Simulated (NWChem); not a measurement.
**Correlation energy of CHO (+1)**

```
C
O 1 1.1185
H 1 1.1190 2 180.00
```
Charge +1, spin multiplicity 1.

The numbers come from NWChem runs, not from measurements. Structure: optimised with PBE/def2-SVP, a minimum by its harmonic frequencies.

Basis set: def2-TZVP. Each correlation energy counts from its own Hartree-Fock reference.

```json
[
 {"method": "MP2", "correlation energy (mHa)": "-363.6", "difference from CCSD(T)": "+17.6"},
 {"method": "SCS-MP2", "correlation energy (mHa)": "-357.8", "difference from CCSD(T)": "+23.5"},
 {"method": "CR-CCSD[T]", "correlation energy (mHa)": "-379.6", "difference from CCSD(T)": "+1.7"},
 {"method": "CR-CCSD(T)", "correlation energy (mHa)": "-378.1", "difference from CCSD(T)": "+3.1"},
 {"method": "CCSD", "correlation energy (mHa)": "-364.0", "difference from CCSD(T)": "+17.3"},
 {"method": "CCSD+T(CCSD)", "correlation energy (mHa)": "-383.1", "difference from CCSD(T)": "-1.9"},
 {"method": "CCSD(T)", "correlation energy (mHa)": "-381.2", "difference from CCSD(T)": "0.0"}
]
```

The values span 25.3 mHa, from CCSD+T(CCSD) (lowest) to SCS-MP2 (highest). 

The correlated methods keep 2 core orbitals frozen. The structure started from a generated list of species. Coupled-cluster values serve here as a point of comparison, not as the truth.
